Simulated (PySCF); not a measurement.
isopropenylcyclopropane (SMILES C=C(C)C1CC1)

Geometry (Å), atoms numbered from 1 in this order:
```xyz
16

C    -0.7963    1.3284   -0.7520
C    -0.7066    0.1126   -0.1969
C    -1.9050   -0.7785   -0.0583
C     0.5679   -0.4607    0.3284
C     1.8917   -0.1717   -0.3340
C     1.5977    0.4076    1.0076
H    -1.7510    1.7091   -1.1225
H     0.0704    1.9872   -0.8584
H    -2.0834   -1.0315    1.0005
H    -1.7448   -1.7338   -0.5862
H    -2.8140   -0.3101   -0.4597
H     0.4606   -1.4687    0.7402
H     2.6177   -0.9858   -0.4062
H     1.8680    0.4917   -1.2028
H     1.3679    1.4746    1.0734
H     2.1169    0.0017    1.8799
```

The calculation used quadratic response CAM-B3LYP/def2-TZVPD first hyperpolarisability, Taylor convention, gas phase (PySCF 2.14.0). Geometry: PBE0-D3(BJ)/def2-SVP.

Question: Give the tensor of the second harmonic β(−2ω;ω,ω) at 1907 nm in the axes of these coordinates.

Answer: In au, Taylor convention; rows are the first index (the induced dipole):
|  | xx | yy | zz | xy | xz | yz |
| --- | --- | --- | --- | --- | --- | --- |
| x | +55.0 | +21.6 | -2.1 | -39.7 | +37.0 | -20.2 |
| y | -40.4 | -22.0 | -23.3 | +21.6 | -20.4 | -7.9 |
| z | +37.4 | -7.8 | +24.3 | -20.3 | -2.2 | -23.0 |

Norm of βᵢ = ⅓ Σⱼ (βᵢⱼⱼ + βⱼᵢⱼ + βⱼⱼᵢ): 125.0 au, hyper-Rayleigh value 54.5 au.
